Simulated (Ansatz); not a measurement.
`F[CH2][AlH2]` + `BS` → `B[S][AlH2]` + `CF` at 298.15 K and 1 bar (ligand exchange at the Al–C bond).

Gas-phase electronic energies from Ansatz, PBE0-D4/def2-TZVP geometries. CCSD(T)/CBS is the MP2 limit (def2-TZVPP, def2-QZVPP) plus CCSD(T) − MP2 in def2-TZVPP, frozen cores. This one scheme is used for every species.

```json
{"species": "`F[CH2][AlH2]`", "CCSD(T)/CBS energy (Eh)": "-382.22364", "H − E (kJ/mol)": "124.9", "S (J/(mol·K))": "292.3"}
{"species": "`BS`", "CCSD(T)/CBS energy (Eh)": "-424.38198", "H − E (kJ/mol)": "90.6", "S (J/(mol·K))": "245.0"}
{"species": "`B[S][AlH2]`", "CCSD(T)/CBS energy (Eh)": "-667.02114", "H − E (kJ/mol)": "112.0", "S (J/(mol·K))": "305.0"}
{"species": "`CF`", "CCSD(T)/CBS energy (Eh)": "-139.63461", "H − E (kJ/mol)": "113.4", "S (J/(mol·K))": "222.6"}
```

H − E and S are ideal-gas, rigid-rotor, harmonic terms from PBE0-D4/def2-TZVP. 1 Eh = 2625.50 kJ/mol, R = 8.31446 J/(mol·K).

By hand: ΔE, ΔH, ΔS and ΔG.

ΔE = (-667.02114) + (-139.63461) − (-382.22364) − (-424.38198) = -0.05013 Eh = -131.6 kJ/mol. Δ(H − E) = 112.0 + 113.4 − 124.9 − 90.6 = 9.9, so ΔH = -121.7 kJ/mol. ΔS = 305.0 + 222.6 − 292.3 − 245.0 = -9.7 J/(mol·K). ΔG = -121.7 − 298.15 × (-9.7)/1000 = -118.8 kJ/mol.

By hand: the equilibrium constant, and the temperature at which ΔG would vanish if ΔH and ΔS stayed fixed.

log₁₀ K = −ΔG/(RT ln 10) = 20.8. ΔG = 0 at ΔH/ΔS = 12546 K, far beyond where these terms or the molecules hold.

The number of gas molecules stays the same, so ΔS is small and ΔH decides. A doubt of 5 kJ/mol in ΔE shifts log₁₀ K by 0.9 here. These are equilibria of isolated gas molecules and say nothing of rates. Largest T1 diagnostic: 0.015 (customary marks: 0.02 for closed shells, 0.045 for open ones).
